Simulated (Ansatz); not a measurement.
A made-up structure of CH5OSi (charge -1), singlet:

C1  (-0.420, 0.833, -0.170)
O2  (-0.482, -0.133, 0.548)
Si3  (0.306, -1.255, -0.308)
H4  (-0.617, 0.595, -1.320)
H5  (0.606, 1.434, -0.107)
H6  (-1.204, 1.333, 0.294)
H7  (1.835, -0.767, 0.144)
H8  (-0.025, -2.039, 0.919)
(Å)

It is relaxed with PBE-D4/def2-SVPD and then PBE0-D4/def2-TZVPD (Ansatz 0.2.0). Atoms count as bonded within 1.22 times the sum of their covalent radii (H–H: 0.88 Å). The end point is not checked to be a true minimum.

Does its bonding change? (Judge from chemistry; the calculation decides.)

The calculation gives: Yes. Formed: none; broken: C1–Si3.

Where it ends: The first stage lowers the energy by 2.96 eV in 7 steps. It ends as CH₅OSi ([CH3][O][SiH2]), total charge -1:
C1  (-0.504, 1.032, -0.222)
O2  (-0.439, -0.135, 0.511)
Si3  (0.425, -1.484, -0.207)
H4  (-0.703, 0.845, -1.294)
H5  (0.434, 1.617, -0.172)
H6  (-1.309, 1.677, 0.165)
H7  (1.876, -1.113, 0.232)
H8  (0.219, -2.439, 0.986)
(Å)

Labels in which every atom is bracketed show which atoms are joined, not bond orders.

For scale, one of the runs: PBE0-D4/def2-TZVPD relaxation, 165 basis functions, launched by `ansatz run in.yaml --threads 2 --pin off --events-out ev --progress --plain --max-ram 4352MiB`. Hardware: 2 CPU threads of an Arm Neoverse V2, shared host. Wall time about 41 s.
